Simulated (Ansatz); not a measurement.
# CH4Al2 (SMILES [CH2]1[AlH][AlH]1): energies and forces away from the minimum

Aim: displace all atoms at random from the minimum and see how well density functionals give the CCSD(T) energy and forces there.

The runs use Ansatz 0.2.0, Gaussian basis; single points with forces in def2-TZVPP.

Levels: PBE-D4, r2SCAN-D4, PBE0-D4, wB97M-V, Hartree-Fock, MP2, CCSD, CCSD(T). Each coordinate is moved by a Gaussian draw of the width named (0.7 of it for atoms other than hydrogen): 0.12, 0.09 Å.

Cores are frozen in the correlated methods.

41 further runs of the same task are left out: 41 set aside as unsound or not needed.

## Step 1: The system as given

The minimum, relaxed at PBE0-D4: SMILES `[CH2]1[AlH][AlH]1`, 7 atoms, charge 0, spin multiplicity 1.

Atoms are counted from 1 here; the program's logs count them from 0.

Bond lengths: C1–Al2 1.958 Å, C1–Al3 1.958 Å, C1–H4 1.126 Å, C1–H5 1.090 Å, Al2–Al3 2.439 Å, Al2–H6 1.593 Å, Al3–H7 1.593 Å. Angles: Al2–C1–Al3 77.0°, Al2–C1–H4 91.5°, Al2–C1–H5 137.2°, Al3–C1–H4 91.8°, Al3–C1–H5 137.1°, H4–C1–H5 108.4°, C1–Al2–Al3 51.5°, C1–Al2–H6 136.3°, Al3–Al2–H6 167.6°, C1–Al3–Al2 51.5°, C1–Al3–H7 136.3°, Al2–Al3–H7 167.3°.

Coordinates:

```xyz
7
CH4Al2
C    -0.41896    0.21329   -0.63712
Al   -0.10770    0.71462    1.23033
Al    0.98445   -1.03151   -0.07584
H    -1.22837   -0.51011   -0.33925
H    -0.72396    0.71058   -1.55784
H    -0.49832    1.93579    2.17625
H     1.99285   -2.03266   -0.79653
```

Energies of the minimum (eV), from earlier single points: PBE-D4 -14285.90627, r2SCAN-D4 -14292.62238, PBE0-D4 -14287.28939, B3LYP-D4 -14296.33249, wB97M-V -14293.08082, CCSD(T) -14268.49744.

## Step 2: Structure 1, width 0.12 Å

Contents of pbe-tzvpp/in.yaml:

```yaml
crystal:
  periodic: [false, false, false]
  atoms:
    - {symbol: C, position_ang: [-0.543568, 0.125688, -0.553821]}
    - {symbol: Al, position_ang: [-0.088559, 0.861123, 1.275332]}
    - {symbol: Al, position_ang: [0.941588, -1.039671, -0.169910]}
    - {symbol: H, position_ang: [-1.086073, -0.358588, -0.540903]}
    - {symbol: H, position_ang: [-0.633014, 0.463837, -1.641515]}
    - {symbol: H, position_ang: [-0.534287, 1.800621, 2.441640]}
    - {symbol: H, position_ang: [2.069668, -1.950416, -0.773501]}
basis:
  gaussian: {orbitals: def2-TZVPP}
hamiltonian: {xc: pbe, dispersion: d4}
output: {forces: true}
```

r2scan-tzvpp/in.yaml differs from pbe-tzvpp/in.yaml so:

```diff
-hamiltonian: {xc: pbe, dispersion: d4}
+hamiltonian: {xc: r2scan, dispersion: d4}
```

pbe0-tzvpp/in.yaml:

```diff
-hamiltonian: {xc: pbe, dispersion: d4}
-output: {forces: true}
+hamiltonian: {xc: pbe0, dispersion: d4}
+output: {forces: true, orbitals: {seedname: orbitals}}
```

wb97mv-tzvpp/in.yaml:

```diff
-hamiltonian: {xc: pbe, dispersion: d4}
+hamiltonian: {xc: {name: wB97M-V}}
```

ccsdt-tzvpp/in.yaml:

```diff
-hamiltonian: {xc: pbe, dispersion: d4}
+correlation: {method: ccsd_t}
```

One command serves all of them, each in its own folder.

Run with:

```bash
$ ansatz run in.yaml --threads 2 --pin off --events-out ev --progress --plain --max-ram 4352MiB
```

Output in pbe-tzvpp:

```text
Functional definition: PBE
  name "PBE"
  cite "Perdew, Burke & Ernzerhof, Phys. Rev. Lett. 77, 3865 (1996) doi:10.1103/PhysRevLett.77.3865"
  parent pbe
  parameter kappa = 0.804
  parameter beta = 0.06672455060314922
  exchange = pbe_x(kappa = kappa, mu = beta*pi^2/3)
  correlation = pbe_c(beta = beta)
954 factors; their error is unknown
mean field evaluation 1: about -14259.3458 eV, gradient 9.4e1 eV
mean field evaluation 2: about -14150.3498 eV, gradient 1.5e2 eV
mean field evaluation 4: about -14278.4281 eV, gradient 1.9e1 eV
mean field evaluation 8: about -14280.1139 eV, gradient 3.3e-1 eV
mean field evaluation 16: about -14280.1058 eV, gradient 7.6e-4 eV
mean field -14280.10580323 eV, -524.7842088654 hartree, gradient 3.0e-5 eV, S^2 0.000000; 0 other end points of the search recorded, 0 dependent functions left out
the calculation of the forces begins
reference -14280.10584889 eV, -524.7842105434 hartree; 18, 18 occupied and 153, 153 virtual orbitals, 954 factors
Total energy: -14280.22283586 eV, -524.7885097351 hartree
Atom 0 at    -0.543568     0.125688    -0.553821 Å, force    29.110065    26.273957    -3.169518 eV/Å
Atom 1 at    -0.088559     0.861123     1.275332 Å, force     0.733257    -1.648765    -0.803855 eV/Å
Atom 2 at     0.941588    -1.039671    -0.169910 Å, force     0.556640     0.736443     1.512613 eV/Å
Atom 3 at    -1.086073    -0.358588    -0.540903 Å, force   -30.351741   -26.153789     1.655314 eV/Å
Atom 4 at    -0.633014     0.463837    -1.641515 Å, force     0.184649     0.477695     1.083626 eV/Å
Atom 5 at    -0.534287     1.800621     2.441640 Å, force    -0.369094     0.599283     0.127627 eV/Å
Atom 6 at     2.069668    -1.950416    -0.773501 Å, force     0.136224    -0.284825    -0.405807 eV/Å
Dipole moment:    -0.153530     0.023004    -0.222174 e Å
```

Log of r2scan-tzvpp:

```text
Functional definition: r2SCAN
  name "r2SCAN"
  cite "Furness, Kaplan, Ning, Perdew & Sun, J. Phys. Chem. Lett. 11, 8208 (2020) doi:10.1021/acs.jpclett.0c02405"
  cite "Furness, Kaplan, Ning, Perdew & Sun, J. Phys. Chem. Lett. 11, 9248 (2020) doi:10.1021/acs.jpclett.0c03077"
  parent r2scan
  parameter k0 = 0.174
  parameter k1 = 0.065
  parameter a1 = 4.9479
  exchange = r2scan_x(k0 = k0, k1 = k1, a1 = a1)
  correlation = r2scan_c
954 factors; their error is unknown
mean field evaluation 1: about -14269.7036 eV, gradient 8.5e1 eV
mean field evaluation 2: about -14191.5074 eV, gradient 1.4e2 eV
mean field evaluation 4: about -14286.3793 eV, gradient 1.1e1 eV
mean field evaluation 8: about -14286.9555 eV, gradient 1.5e-1 eV
mean field evaluation 16: about -14286.9475 eV, gradient 4.5e-3 eV
mean field -14286.94747704 eV, -525.0356357405 hartree, gradient 1.8e-5 eV, S^2 0.000000; 0 other end points of the search recorded, 0 dependent functions left out
the calculation of the forces begins
reference -14286.94749059 eV, -525.0356362384 hartree; 18, 18 occupied and 153, 153 virtual orbitals, 954 factors
Total energy: -14286.97334972 eV, -525.0365865439 hartree
Atom 0 at    -0.543568     0.125688    -0.553821 Å, force    29.135798    26.176566    -3.222223 eV/Å
Atom 1 at    -0.088559     0.861123     1.275332 Å, force     0.707411    -1.726739    -0.899951 eV/Å
Atom 2 at     0.941588    -1.039671    -0.169910 Å, force     0.537435     0.864270     1.523668 eV/Å
Atom 3 at    -1.086073    -0.358588    -0.540903 Å, force   -30.261520   -26.048523     1.652915 eV/Å
Atom 4 at    -0.633014     0.463837    -1.641515 Å, force     0.201168     0.432623     1.306331 eV/Å
Atom 5 at    -0.534287     1.800621     2.441640 Å, force    -0.330469     0.513479    -0.000491 eV/Å
Atom 6 at     2.069668    -1.950416    -0.773501 Å, force     0.010177    -0.211676    -0.360249 eV/Å
Dipole moment:    -0.159743     0.019565    -0.226711 e Å
```

Log of pbe0-tzvpp:

```text
Functional definition: PBE0
  name "PBE0"
  cite "Adamo & Barone, J. Chem. Phys. 110, 6158 (1999) doi:10.1063/1.478522"
[... 2 set-up lines as earlier in the session ...]
  parameter a = 0.25
[... 2 set-up lines as earlier in the session ...]
  exchange = (1 - a)*pbe_x(kappa = kappa, mu = beta*pi^2/3) + a*exact_x
[... 1 set-up line as earlier in the session ...]
1016 factors; their error is unknown
mean field evaluation 1: about -14267.0580 eV, gradient 7.8e1 eV
mean field evaluation 2: about -14227.3373 eV, gradient 1.2e2 eV
mean field evaluation 4: about -14281.4544 eV, gradient 3.3e0 eV
mean field evaluation 8: about -14281.4964 eV, gradient 7.8e-2 eV
mean field evaluation 16: about -14281.5150 eV, gradient 2.1e-4 eV
mean field -14281.51495218 eV, -524.8359941342 hartree, gradient 4.6e-5 eV, S^2 0.000000; 0 other end points of the search recorded, 0 dependent functions left out
the calculation of the forces begins
reference -14281.51498635 eV, -524.8359953899 hartree; 18, 18 occupied and 153, 153 virtual orbitals, 1016 factors
Total energy: -14281.61365568 eV, -524.8396214207 hartree
Atom 0 at    -0.543568     0.125688    -0.553821 Å, force    29.216828    26.262364    -3.315954 eV/Å
Atom 1 at    -0.088559     0.861123     1.275332 Å, force     0.703696    -1.732521    -0.915383 eV/Å
Atom 2 at     0.941588    -1.039671    -0.169910 Å, force     0.539461     0.898624     1.514878 eV/Å
Atom 3 at    -1.086073    -0.358588    -0.540903 Å, force   -30.385315   -26.162742     1.694663 eV/Å
Atom 4 at    -0.633014     0.463837    -1.641515 Å, force     0.232061     0.446041     1.356913 eV/Å
Atom 5 at    -0.534287     1.800621     2.441640 Å, force    -0.316801     0.507823     0.007175 eV/Å
Atom 6 at     2.069668    -1.950416    -0.773501 Å, force     0.010069    -0.219590    -0.342291 eV/Å
Dipole moment:    -0.152028     0.013966    -0.221937 e Å
```

wb97mv-tzvpp printed:

```text
Functional definition: wB97M-V
  name "wB97M-V"
  cite "Mardirossian & Head-Gordon, J. Chem. Phys. 144, 214110 (2016) doi:10.1063/1.4952647"
  cite "Becke, J. Chem. Phys. 107, 8554 (1997) doi:10.1063/1.475007"
  cite "Vydrov & Van Voorhis, J. Chem. Phys. 133, 244103 (2010) doi:10.1063/1.3521275"
  # Of w^i u^j: cxij and so on, Table III.
  parameter omega = 0.3/bohr
  parameter cx = 0.15
  parameter cx01 = 1.007
  parameter cx10 = 0.259
  parameter css00 = 0.443
  parameter css04 = -1.437
  parameter css10 = -4.535
  parameter css20 = -3.390
  parameter css43 = 4.278
  parameter cos00 = 1.000
  parameter cos10 = 1.358
  parameter cos20 = 2.924
  parameter cos21 = -8.812
  parameter cos60 = -1.390
  parameter cos61 = 9.142
  parameter b = 6.0
  parameter c = 0.01
  gx(w, u) = 1 - cx + cx01*u + cx10*w
  gss(w, u) = css00 + css04*u^4 + css10*w + css20*w^2 + css43*w^4*u^3
  gos(w, u) = cos00 + cos10*w + (cos20 + cos21*u)*w^2 + (cos60 + cos61*u)*w^6
  exchange = spin_sum(e_x_unif_sr(omega)*gx(b97_w, b97_u_x)) + cx*exact_x_sr(omega) + exact_x_lr(omega)
  correlation = spin_sum(e_c_pw_mod_same_spin*gss(b97_w, b97_u_same))
      + integral(e_c_pw_mod_opposite_spin*gos(b97_w_opposite, b97_u_opposite)) + vv10(b, c)
960 factors; their error is unknown
249 factors; integrals over basis functions are off by at most 1.9e-5 eV
mean field evaluation 1: about -14276.5340 eV, gradient 6.8e1 eV
mean field evaluation 2: about -14274.2495 eV, gradient 6.8e1 eV
mean field evaluation 4: about -14287.4350 eV, gradient 1.1e0 eV
mean field evaluation 8: about -14287.4559 eV, gradient 7.8e-2 eV
mean field evaluation 16: about -14287.4628 eV, gradient 4.1e-3 eV
mean field -14287.46275613 eV, -525.0545718978 hartree, gradient 3.9e-5 eV, S^2 0.000000; 0 other end points of the search recorded, 0 dependent functions left out
the calculation of the forces begins
reference -14287.46280880 eV, -525.0545738332 hartree; 18, 18 occupied and 153, 153 virtual orbitals, 960 factors
Total energy: -14287.46280880 eV, -525.0545738332 hartree
Atom 0 at    -0.543568     0.125688    -0.553821 Å, force    29.004485    26.070156    -3.314991 eV/Å
Atom 1 at    -0.088559     0.861123     1.275332 Å, force     0.678253    -1.699163    -0.839599 eV/Å
Atom 2 at     0.941588    -1.039671    -0.169910 Å, force     0.596705     0.891276     1.467676 eV/Å
Atom 3 at    -1.086073    -0.358588    -0.540903 Å, force   -30.143959   -25.976566     1.702333 eV/Å
Atom 4 at    -0.633014     0.463837    -1.641515 Å, force     0.243693     0.434721     1.373924 eV/Å
Atom 5 at    -0.534287     1.800621     2.441640 Å, force    -0.267535     0.409830    -0.116953 eV/Å
Atom 6 at     2.069668    -1.950416    -0.773501 Å, force    -0.111643    -0.130253    -0.272390 eV/Å
Dipole moment:    -0.131700    -0.001824    -0.199112 e Å
```

ccsdt-tzvpp printed:

```text
Functional definition: HF
  name "HF"
  cite "Fock, Z. Phys. 61, 126 (1930) doi:10.1007/BF01340294"
[... 1 set-up line as earlier in the session ...]
  exchange = exact_x
  correlation = 0
993 factors; integrals over basis functions are off by at most 1.2e-3 eV
mean field evaluation 1: about -14246.3410 eV, gradient 4.7e1 eV
mean field evaluation 2: about -14246.4503 eV, gradient 4.7e1 eV
mean field evaluation 4: about -14252.4626 eV, gradient 3.7e0 eV
mean field evaluation 8: about -14252.5925 eV, gradient 2.7e-1 eV
mean field evaluation 16: about -14246.3404 eV, gradient 4.7e1 eV
mean field evaluation 32: about -14248.7876 eV, gradient 1.7e-1 eV
mean field evaluation 64: about -14248.7863 eV, gradient 4.7e-4 eV
mean field -14252.59414348 eV, -523.7731740176 hartree, gradient 2.9e-6 eV, S^2 0.000000; 0 other end points of the search recorded, 0 dependent functions left out; unrestricted orbitals would lower it
11 core orbitals not correlated: weight in the atoms' cores, before any rotation towards them, 1.000 or more for the frozen orbitals, at most 0.000 for the correlated occupied ones
reference -14252.59414348 eV, -523.7731740176 hartree; 7, 7 occupied and 153, 153 virtual orbitals, 993 factors
second order -8.82449067 eV of doubles, -0.00000000 eV of singles
cycle   1  -9.44205405 eV  change   -6.2e-1 eV  update   8.4e-2
cycle   2  -9.78244659 eV  change   -3.4e-1 eV  update   3.1e-2
cycle   3  -9.82872814 eV  change   -4.6e-2 eV  update   1.3e-2
cycle   4  -9.82349383 eV  change    5.2e-3 eV  update   5.0e-3
cycle   5  -9.82338341 eV  change    1.1e-4 eV  update   2.3e-3
cycle   6  -9.82333795 eV  change    4.5e-5 eV  update   1.3e-3
cycle   7  -9.82335090 eV  change   -1.3e-5 eV  update   6.7e-4
cycle   8  -9.82358377 eV  change   -2.3e-4 eV  update   3.7e-4
cycle   9  -9.82352421 eV  change    6.0e-5 eV  update   1.9e-4
cycle  10  -9.82343542 eV  change    8.9e-5 eV  update   1.0e-4
cycle  11  -9.82347729 eV  change   -4.2e-5 eV  update   5.7e-5
cycle  12  -9.82347850 eV  change   -1.2e-6 eV  update   3.2e-5
cycle  13  -9.82349569 eV  change   -1.7e-5 eV  update   1.4e-5
cycle  14  -9.82348978 eV  change    5.9e-6 eV  update   6.2e-6
cycle  15  -9.82348583 eV  change    3.9e-6 eV  update   2.6e-6
cycle  16  -9.82348555 eV  change    2.8e-7 eV  update   9.6e-7
perturbative correction -0.41819678 eV, -0.0153684481 hartree
the calculation of the forces begins
working
Total energy: -14262.83582581 eV, -524.1495489012 hartree
Atom 0 at    -0.543568     0.125688    -0.553821 Å, force    29.128537    26.375019    -3.436328 eV/Å
Atom 1 at    -0.088559     0.861123     1.275332 Å, force     0.657411    -1.562214    -0.744244 eV/Å
Atom 2 at     0.941588    -1.039671    -0.169910 Å, force     0.710905     0.675748     1.454297 eV/Å
Atom 3 at    -1.086073    -0.358588    -0.540903 Å, force   -30.431327   -26.258845     1.743929 eV/Å
Atom 4 at    -0.633014     0.463837    -1.641515 Å, force     0.251435     0.485516     1.329811 eV/Å
Atom 5 at    -0.534287     1.800621     2.441640 Å, force    -0.298618     0.470038    -0.026955 eV/Å
Atom 6 at     2.069668    -1.950416    -0.773501 Å, force    -0.018344    -0.185262    -0.320510 eV/Å
Dipole moment:    -0.132162     0.013134    -0.197545 e Å
```

They took 2.7 s (pbe-tzvpp), 4.6 s (r2scan-tzvpp), 4.2 s (pbe0-tzvpp), 9.5 s (wb97mv-tzvpp), 1.7 min (ccsdt-tzvpp) on 2 threads of Intel Xeon Platinum 8488C, shared host; peak memory 2.4 GiB.

| method | RMS force component (eV/Å) | RMS error against CCSD(T) (eV/Å) | angle to CCSD(T) forces (°) | dipole (D) |
| --- | --- | --- | --- | --- |
| PBE-D4 | 12.277 | 0.121 | 0.5 | 1.30 |
| r2SCAN-D4 | 12.251 | 0.120 | 0.5 | 1.34 |
| PBE0-D4 | 12.297 | 0.098 | 0.4 | 1.29 |
| wB97M-V | 12.205 | 0.139 | 0.4 | 1.15 |
| CCSD(T) | 12.313 | reference | reference | 1.14 |

(Part 1 of 2 ends here.)
